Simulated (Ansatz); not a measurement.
# B–AlH2, triplet: breathe scan

Starting geometry (PBE0/def2-TZVP stationary point for this spin, not checked as a minimum):

```xyz
4

B     0.0000    0.0000    1.5511
Al    0.0000    0.0000   -0.5282
H     0.0000   -1.4113   -1.2487
H     0.0000    1.4113   -1.2487
```

From there all distances are scaled together; atoms are numbered as listed. Energies are in eV, counted from the starting geometry at the same level.

Basis 6-31G; Ansatz 0.2.0. Correlated methods freeze the noble-gas cores.

For open shells CISD and CISDTQ are restricted-active-space CI with the open shells as a complete middle space. The reference follows the lowest state, whose symmetry changes along the scan.

Full CI is exact within this basis and frozen core; it isn't the basis-set limit.

```
scale of all distances  CISDTQ
                 0.873   1.678
                 1.000   0.000
                 1.116   0.310
                 1.311   2.091
                 1.507   3.738
                 1.720   4.572
                 2.025   5.246
                 2.377   5.727
```

Task: Estimate the full CI curve in 6-31G from this one, knowing how CISDTQ errs.

Result: The computed full CI values, in eV from the starting point, and the error of CISDTQ against them:
```
scale of all distances  full CI  CISDTQ less full CI
                 0.873    1.679               -0.001
                 1.000    0.000                0.000
                 1.116    0.306                0.004
                 1.311    2.073                0.018
                 1.507    3.631                0.107
                 1.720    4.540                0.032
                 2.025    5.206                0.040
                 2.377    5.679                0.048
```

The error spans 0.108 eV and is largest, 0.107 eV, at 1.507.

These errors take the starting point as zero, where CISDTQ itself lies 0.005 eV above full CI in total energy. In total energy its miss is smallest, 0.004 eV, at 0.873 and largest, 0.112 eV, at 1.507.
